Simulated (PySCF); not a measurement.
```xyz
3
charge 0 multiplicity 3, angstrom
O    -0.3277    0.0000   -1.0028
N    -0.3220    0.0000    0.2528
N     0.6963    0.0000    0.8926
```

Level of theory: UPBE0/[O def2-TZVP, N def2-TZVP], no relativity, density fitting, PySCF.

This geometry of ON2 is a stationary point at this level.

(1) What is the point group?

(2) Is it a minimum?

(3) List the harmonic modes with their infrared intensities.

(4) What are the dipole moment and the gap between the highest occupied and lowest empty levels of either spin?

Results:

(1) Cs.

(2) Yes: all harmonic wavenumbers are real.

(3) 
| symmetry | ω (cm⁻¹) | IR (km/mol) |
| --- | --- | --- |
| a' | 661 | 3.1 |
| a' | 1032 | 21.4 |
| a' | 1591 | 1.8 |

(4) 0.59 D and 3.09 eV.

This need not be the most stable arrangement of these atoms.
